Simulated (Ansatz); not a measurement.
## 1T (CdI2-type) CdI2: properties by level of theory

Reference values: lattice constant a 4.244 Å (measured, temperature not stated, not corrected to a static lattice; as tabulated in de Haan, NBS Special Publication (1969), 233, by the Crystallography Open …); lattice parameter c 6.859 Å (measured, temperature not stated, no zero-point or thermal correction; as tabulated in de Haan, NBS Special Publication (1969), 233, by the Crystallography Open …).

```
level (code)         equilibrium lattice constant a (Å)  c axis length (Å)
-------------------  ----------------------------------  -----------------
LDA (Ansatz)                                      4.164              6.660
PBE+SOC (Ansatz)                                  4.336              7.782
PBEsol+SOC (Ansatz)                               4.225              6.972
PBE-D3(BJ) (Ansatz)                               4.242              6.824
PBE0 (Ansatz)                                     4.292              7.648
```

Differences from the reference values (errors of the level alone only where the reference is corrected to a static lattice):

```tsv
level	lattice constant a (%)	lattice parameter c (%)
LDA	-1.89	-2.90
PBE+SOC	+2.17	+13.5
PBEsol+SOC	-0.45	+1.65
PBE-D3(BJ)	-0.05	-0.51
PBE0	+1.13	+11.5
```

Nearest: lattice constant a, not ranked (reference at room or unstated temperature); lattice parameter c, not ranked (reference at room or unstated temperature).

Caveats: LDA has no dispersion term either, though it tends to give short spacings of layers, chains or molecules (LDA); for a layered or molecular solid the relaxed cell lies over 5 % above the published volume, where the minimum can be shallow (PBE+SOC); the cell comes from a level without a dispersion term, which matters for the spacing of layers, chains or molecules (PBE+SOC, PBEsol+SOC, PBE0). Ansatz's density-functional and Hartree–Fock values are scalar-relativistic unless marked +SOC, with PAW data made under PBE.

Differences are worked out from the printed values.

Ansatz is an electronic-structure program.
